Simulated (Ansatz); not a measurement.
Wavefunction ladder for `C1CCSCC1`

```xyz
16

C    -0.7166    0.9002    0.3223
C    -0.1495    0.8597   -1.0905
C     1.1896    0.1475   -1.1602
S     1.0925   -1.5736   -0.6257
C     0.3514   -1.2916    0.9956
C    -0.9318   -0.4833    0.9213
H    -1.6627    1.4490    0.3207
H    -0.0323    1.4670    0.9667
H    -0.8561    0.3547   -1.7575
H    -0.0284    1.8822   -1.4653
H     1.5684    0.1167   -2.1840
H     1.9358    0.6688   -0.5506
H     1.0837   -0.7941    1.6409
H     0.1699   -2.2843    1.4129
H    -1.3485   -0.3842    1.9299
H    -1.6652   -1.0344    0.3234
```

Total charge 0; spin multiplicity 1. All single points use the PBE0-D4/def2-TZVP geometry. Frozen core, restricted reference, the Gaussian-basis code of Ansatz. CBS rows extrapolate triple and quadruple zeta; past MP2 they add the triple-zeta difference.

| basis | HF (Eh) | MP2 corr. | CCSD corr. | (T) | CCSD(T) total |
| --- | --- | --- | --- | --- | --- |
| def2-SVP | -592.43042 | -0.84064 | -0.91268 | -0.02960 | -593.37270 |
| def2-TZVPP | -592.78197 | -1.03854 | -1.09966 | -0.04793 | -593.92956 |
| def2-QZVPP | -592.80223 | -1.10791 | – | – | – |
| CBS(def2) | -592.80502 | -1.15929 | -1.22042 | as TZ | -594.07337 |
